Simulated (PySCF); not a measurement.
# CH4F2: the cost of one run

Programs: PySCF 2.14.0. All values are calculated, for the isolated system unless a continuum is named. Atoms count from 0, parts from 1.

## Step 1: Starting point

7 atoms, charge 0, multiplicity 1; geometry: GFN2-xTB. Parts: 1 = atoms 0–4, `CF`, charge 0; 2 = atoms 5–6, `F`, charge 0.

## Step 2: Relaxing the molecule at PBE0-D3(BJ)/def2-TZVPD

Job settings and geometry (Å):

```
{"job": {"xc": "PBE0", "basis": "def2-TZVPD", "d3": "d3bj", "grid": 3, "kind": "geom", "shake": 0.01}, "charge": 0, "multiplicity": 1, "parts": [{"atoms": "0-4", "charge": 0, "multiplicity": 1}, {"atoms": "5-6", "charge": 0, "multiplicity": 1}]}
C     -0.253725     0.156379    -0.119872
F      0.686549    -0.625412     0.421908
H     -0.995260     0.442343     0.658971
H     -0.734000    -0.382652    -0.916606
H      0.213743     1.061491    -0.534942
F      1.298673    -3.077966     1.635237
H      1.235708    -2.237329     1.247063
```

The run is started by

```sh
OMP_NUM_THREADS=1 python cluster_run.py task.json out
```

This one command runs all jobs of the session in turn.

**Question.** How long does this first job take on 1 thread of Arm Neoverse N1, shared host, and how much memory does it need?

About 1.9 min, with a peak of 0.59 GiB.
